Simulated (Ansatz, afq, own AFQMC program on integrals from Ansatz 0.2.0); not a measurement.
# AlGeH₃, triplet → AlGeH3⁺, quartet

```xyz
5

Ge    0.0000    0.0032    0.7571
Al    0.0000    0.0167   -1.8285
H     0.0000   -1.1750   -0.4756
H     0.0000   -1.0743   -2.9759
H     0.0000    1.5689   -2.1659
```

Connectivity, by distances: Ge–AlH2, 1 bridging H.

E(quartet, charge +1) − E(triplet, charge +0) at this geometry, on UHF and ROHF determinants.

Basis cc-pVDZ. Noble-gas cores (and the filled d shells of Ga–Kr and In–Xe) are frozen. Integrals, coupled cluster, full CI and functionals: Ansatz 0.2.0; the random walks run on the same integrals in our own AFQMC program. ph-AFQMC/CISD is guided by a CISD state made of CCSD amplitudes; releasing the constraint for a short imaginary time cuts its bias at the price of noise, slowly where states lie close. Free AFQMC starts from the CCSD state and is never constrained. Its projection time is finite, and what remains of the start isn't in its error. Uncertainties: one standard error, sampling alone. No spin–orbit coupling. The errors of all members are added in quadrature.

No full CI on the walks' own integrals is used here; CCSDT(Q) serves as the reference and is uncertain by about the last step of the cluster series. Each member takes its own surest rung, up to full CI.

Errors are counted within cc-pVDZ, not against nature.

Cautions: inner d shell frozen; no relativity below Rb; no spin-orbit coupling; AlGeH₃⁺ (quartet): another spin lies lower, strong correlation (T1 0.053, weight of the determinant 0.85, largest double 0.05), its ph-AFQMC/CISD value lies 22 ± 9 meV below CCSDT(Q); this isn't the first ionization; core correlation is missing, and it shifts such a gap most where an s electron is promoted.

Reference (CCSDT(Q)): 225.5 kcal/mol.

```json
{"level": "HF", "vertical ionization energy (kcal/mol)": "210.3", "error against CCSDT(Q) (kcal/mol)": "-15.2"}
{"level": "MP2", "vertical ionization energy (kcal/mol)": "225.5", "error against CCSDT(Q) (kcal/mol)": "-0.1"}
{"level": "CCSD", "vertical ionization energy (kcal/mol)": "226.3", "error against CCSDT(Q) (kcal/mol)": "0.7"}
{"level": "CCSD(T)", "vertical ionization energy (kcal/mol)": "226.1", "error against CCSDT(Q) (kcal/mol)": "0.6"}
{"level": "CCSDT", "vertical ionization energy (kcal/mol)": "225.6", "error against CCSDT(Q) (kcal/mol)": "0.1"}
{"level": "ph-AFQMC/CISD", "vertical ionization energy (kcal/mol)": "224.7 ± 0.3", "error against CCSDT(Q) (kcal/mol)": "-0.8 ± 0.3"}
{"level": "released AFQMC", "vertical ionization energy (kcal/mol)": "225.3 ± 0.5", "error against CCSDT(Q) (kcal/mol)": "-0.2 ± 0.5"}
{"level": "free AFQMC", "vertical ionization energy (kcal/mol)": "225.5 ± 0.5", "error against CCSDT(Q) (kcal/mol)": "-0.1 ± 0.5"}
```

Correlation beyond CCSD(T) takes off 0.6 kcal/mol. The perturbative (T) step is worth −0.2 kcal/mol. Where the cautions show a poor determinant, the low rows tell how each method copes with it, not its usual error.

Free projections are given only where their last times agree within the noise and don't stop above the reference; a slow remainder of the start can still hide under it. A walk keeps the symmetry of its determinant, which the program's search chose and which needn't be the lowest solution, so a lower state of the same spin and another symmetry isn't excluded. Released energies are given only where the last usable release times agree within the noise; a slower fall can still hide under it.
